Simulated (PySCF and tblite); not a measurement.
Results of a calculation; reference values are marked as such.
System: C3H2O2, numbered as in [CH:1]#[C:2][C:3](=[O:4])[OH:5].

The path came from a restrained scan, a climbing-image band and a saddle search at GFN2-xTB; energies are PBE0/pcSseg-2 + D3(BJ)//GFN2-xTB, thermal terms GFN2-xTB. Rate constants are transition-state-theory values, counting equivalent paths, without tunnelling. Run with tblite and PySCF.

What barrier does the rotation about the C3–O5 bond (torsion C2–C3–O5–H from 180° to 360°, rising) meet, and how fast is it at 298 K?

The electronic barrier is 11.5 kcal/mol and ΔG‡(298 K) 10.4 kcal/mol, over a C1 saddle with an imaginary mode of 596i cm⁻¹ (GFN2-xTB). With 2 equivalent paths, k is 2.9×10⁵ s⁻¹, a mean lifetime of the start of 3.5 µs against this motion. The end lies 2.5 kcal/mol above the start in free energy.
